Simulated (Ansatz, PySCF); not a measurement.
System: triplet methylene, CH₂ (charge 0, triplet). SMILES: [CH2]
Coordinates optimised at B3LYP-D3(BJ)/def2-TZVP (Ansatz, a quantum-chemistry and plane-wave program):
```xyz
3

C      0.0094     0.0032     0.1026
H     -0.0192     0.9863    -0.3393
H     -0.0373    -1.0052    -0.2764
```
Charge 0, spin multiplicity 3.


Quantity: enthalpy of formation at 298 K (from the atomisation energy, B3LYP-D3(BJ)/def2-TZVP harmonic zero-point and thermal terms from PySCF, and the atoms' enthalpies of formation in the G2/97 table; no spin-orbit terms, and no core term in the frozen-core levels), in kcal/mol. Valence correlation only, unless marked. UHF or UKS for open shells. Spin-orbit coupling is left out. Non-relativistic. FCI takes restricted orbitals. The coupled-cluster limit lacks core correlation, which all-electron functionals hold. CBS marks a two-point X^-3 extrapolation of the correlation energy; Hartree-Fock from the larger set (for Q and 5 zeta extrapolated as (X+1)exp(-9√X)). The bracket is a focal-point correction in the basis named.

Measured: 93.7 kcal/mol (G2/97 table in ASE (Curtiss et al.)); it holds spin-orbit and relativistic effects, which these rows lack, and core correlation, which the frozen-core levels lack. This is an older compilation, not checked against later work.

```
level                                                     program  enthalpy of formation at 298 K (kcal/mol)  error against measurement
-------------------------------------------------  --------------  -----------------------------------------  -------------------------
HF/STO-3G                                                  Ansatz                                       94.1                        0.4
HF/6-31G*                                                  Ansatz                                      131.2                       37.5
HF/def2-TZVPD                                               PySCF                                      129.8                       36.1
BP86/def2-TZVPD                                             PySCF                                       85.9                       -7.8
PBE0/6-31G*                                                Ansatz                                       92.0                       -1.7
PBE0-D4/def2-TZVPD                                 Ansatz + dftd4                                       90.6                       -3.1
CAM-B3LYP/def2-TZVPD                                       Ansatz                                       92.1                       -1.6
B2PLYP-D3(BJ)/def2-TZVPD                           Ansatz + dftd3                                       95.2                        1.5
PBE-QIDH/def2-TZVPD                                        Ansatz                                       93.6                       -0.1
MP2/cc-pV5Z                                                Ansatz                                       94.8                        1.1
CCSD/cc-pVTZ                                               Ansatz                                       98.4                        4.7
CCSD/def2-QZVPP                                            Ansatz                                       96.2                        2.5
CCSD/CBS(def2-TZVPP,def2-QZVPP)                            Ansatz                                       94.9                        1.2
CCSD(T)/6-31G*                                             Ansatz                                      112.6                       18.9
CCSD(T)/aug-cc-pVDZ                                        Ansatz                                      105.7                       12.0
CCSD(T)/def2-SVP                                           Ansatz                                       99.9                        6.2
CCSD(T)/def2-SVPD                                          Ansatz                                       99.6                        5.9
CCSD(T)/def2-TZVPPD                                        Ansatz                                       97.1                        3.4
FCI/6-31G                                                  Ansatz                                      115.8                       22.1
RI-MP2/CBS(cc-pVTZ,cc-pVQZ)+[CCSD(T)-MP2]/cc-pVDZ          Ansatz                                       94.3                        0.6
CCSD(T)/CBS(cc-pVQZ,cc-pV5Z)                               Ansatz                                       94.2                        0.5
```
